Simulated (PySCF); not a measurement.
Compound: C₂H₆Si.
SMILES with atom numbers: `[CH2:1]1[CH2:2][SiH2:3]1`

Geometry (PBE0-D3(BJ)/def2-SVP, Å), atoms numbered from 1 in this order:
```xyz
9
C2H6Si angstrom
C     -0.6246    0.7085    0.1810
C     -0.5270   -0.7430   -0.3140
Si     1.1097    0.0355    0.1123
H     -1.0912    0.8628    1.1602
H     -0.9344    1.4616   -0.5517
H     -0.7651   -0.9199   -1.3686
H     -0.9375   -1.5180    0.3425
H      1.7900   -0.3437    1.3756
H      2.0073    0.4681   -0.9877
```

Definitions: NICS(0) = −σiso at the ring centroid; NICS(1) = −σiso and NICS(1)zz = −σzz at ±1 Å along the ring normal z. Level: GIAO PBE0/pcSseg-1 (PySCF, non-relativistic, gas phase) on the PBE0-D3(BJ)/def2-SVP geometry, one conformer.

Ring bond lengths (Å), with Mayer bond orders in brackets: C1–C2 1.537 (0.90), C2–Si3 1.862 (0.97), Si3–C1 1.862 (0.97).

What do the NICS probes read (ppm)?

| ring | type | NICS(0) | NICS(1), two faces | NICS(1)zz, two faces | rms pucker (Å) | centre to ring atoms, mean (Å) |
| --- | --- | --- | --- | --- | --- | --- |
| C1–C2–Si3 | 3-membered ring with Si; formal bonds all single | -27.6 | -8.2 / -8.3 | -17.3 / -17.3 | 0.00 | 1.01 |

What can be read from them?

- C1–C2–Si3: mean NICS(1)zz -17.3 ppm, shielded. C1, C2, Si3 have four or more neighbours, and the NICS criterion for π rings isn't applied. NICS(0) lies 19 ppm below the mean NICS(1).

List the ring angles and the Hirshfeld charges of the ring atoms.

- C1–C2–Si3: C1 65.6° (-0.167 e), C2 65.6° (-0.167 e), Si3 48.8° (+0.290 e); sum 180.0° against 180° for a flat convex ring.

What are the shieldings of the ring atoms and their hydrogens in the same run (means over atoms taken as equivalent)?

```json
{"atoms": "C1 (×2)", "environment": "sp3 carbon bound to silicon", "σ isotropic (ppm)": "194.1"}
{"atoms": "Si3", "environment": "SiH2 silicon", "σ isotropic (ppm)": "499.8"}
{"atoms": "H4 (×4)", "environment": "methylene hydrogen", "σ isotropic (ppm)": "30.77"}
{"atoms": "H8 (×2)", "environment": "Si–H hydrogen", "σ isotropic (ppm)": "28.73"}
```

How do the values depend on the level or the medium?

```csv
level,"NICS(0), C1–C2–Si3","mean NICS(1)zz, C1–C2–Si3"
"PBE0/pcSseg-1, gas",-27.6,-17.3
"mPW1PW91/pcSseg-2, gas",-27.5,-17.5
```

The geometry is the same throughout.

On one thread, Arm Neoverse N1, on a shared host, this took 6.6 s wall. This is the whole shielding run at PBE0/pcSseg-1, SCF included.
